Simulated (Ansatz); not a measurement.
Input for Ansatz (development build ahead of 0.2.0):

```yaml
crystal:
  periodic: [false, false, false]
  atoms:
    - { symbol: C, position_ang: [0.2795, -0.34637, 0.34916] }
    - { symbol: H, position_ang: [-0.32602, -0.57373, 1.22606] }
    - { symbol: H, position_ang: [0.78599, -1.09044, -0.26491] }
    - { symbol: F, position_ang: [0.42948, 0.81997, 0.05679] }
    - { symbol: F, position_ang: [-1.78769, -0.79747, -1.03641] }
basis:
  gaussian: { orbitals: def2-SVP }
total_charge: 1
magnetization:
  spin_polarized: true
  initial_magnetization: 1
hamiltonian:
  xc: hf
correlation:
  method: mp2
  frozen_orbitals: { C: 1, F: 1, H: 0 }
output:
  forces: true
```

The input is written out in the form of the current development build from the run's settings.

The run gave:

```yaml
Converged: yes
Reference_energy: -237.27491 hartree
Correlation_energy: -0.43757 hartree
Total_energy: -237.71248 hartree
Spin_squared_of_the_determinant: 0.753
Stability_test: minimum
```

Forces (eV/Å):
| atom | Fx | Fy | Fz |
| --- | --- | --- | --- |
| C1 | -0.228 | -1.002 | 0.178 |
| H2 | -0.190 | -0.081 | 0.287 |
| H3 | 0.167 | -0.247 | -0.192 |
| F4 | 0.196 | 1.329 | -0.315 |
| F5 | 0.055 | 0.000 | 0.041 |

Caution: MP2 on this radical cation hangs on the determinant chosen; the charge can sit on one fragment and break the point group.
